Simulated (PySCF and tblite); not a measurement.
Results of a calculation; reference values are marked as such.
C₆H₁₂, numbered as in [CH2:1]=[CH:2][CH2:3][CH2:4][CH2:5][CH3:6].

Free energies: PBE0-D3(BJ)/def2-TZVP on PBE0-D3(BJ)/def2-SVP structures plus GFN2-xTB thermal terms, symmetry and mirror images included. Conformers within 4 kcal/mol (GFN2-xTB free energy) were kept, 7 at most. GIAO shieldings: PBE0/pcSseg-1. Shifts are against TMS (¹H), TMS (¹³C) at the same level. (PySCF 2.14, tblite 0.8.)

Torsions listed: C1–C2–C3–C4, C2–C3–C4–C5, C3–C4–C5–C6. Of a mirror pair one member is shown.

```json
{"conformer": "1", "shape": "119°, 179°, 180°", "symmetry": "C1 (pair)", "E(GFN2) kcal/mol": "0.13", "E(DFT) kcal/mol": "0.00"}
{"conformer": "2", "shape": "-120°, 65°, 180°", "symmetry": "C1 (pair)", "E(GFN2) kcal/mol": "0.00", "E(DFT) kcal/mol": "0.01"}
{"conformer": "3", "shape": "121°, -60°, -62°", "symmetry": "C1 (pair)", "E(GFN2) kcal/mol": "0.41", "E(DFT) kcal/mol": "0.29"}
{"conformer": "4", "shape": "-118°, -176°, -64°", "symmetry": "C1 (pair)", "E(GFN2) kcal/mol": "0.66", "E(DFT) kcal/mol": "0.58"}
{"conformer": "5", "shape": "-114°, -64°, -177°", "symmetry": "C1 (pair)", "E(GFN2) kcal/mol": "0.72", "E(DFT) kcal/mol": "0.64"}
```

Not shown: 2 more, 10.2 % in all.

Problem. How much do the weights at 298.15 K and the averaged shift of C4 depend on how the conformers are weighted?

Solution. 
| weighting | 1 (%) | 2 (%) | 3 (%) | 4 (%) | 5 (%) | δ (ppm) | rms dipole (D) |
| --- | --- | --- | --- | --- | --- | --- | --- |
| DFT energy with thermal terms, symmetry and mirror images (full scheme) | 33 | 26 | 12 | 10 | 9 | 34.4 | 0.43 |
| DFT energy with symmetry and mirror images | 27 | 27 | 16 | 10 | 9 | 34.0 | 0.43 |
| bare DFT energy | 27 | 27 | 16 | 10 | 9 | 34.0 | 0.43 |
| GFN2-xTB energy with symmetry and mirror images | 24 | 29 | 15 | 10 | 9 | 33.9 | 0.43 |
| GFN2-xTB free energy | 29 | 29 | 11 | 10 | 9 | 34.2 | 0.43 |
| leading conformer alone | 100 | 0 | 0 | 0 | 0 | 36.4 | 0.47 |
| equal weights | 14 | 14 | 14 | 14 | 14 | 33.8 | 0.45 |
| full scheme, search stopped after three starts | 100 | 0 | 0 | 0 | 0 | 36.4 | 0.47 |

The largest departure from the full scheme, 2.0 ppm, comes with: leading conformer alone.

For its torsions the set is small; conformers may be missing.
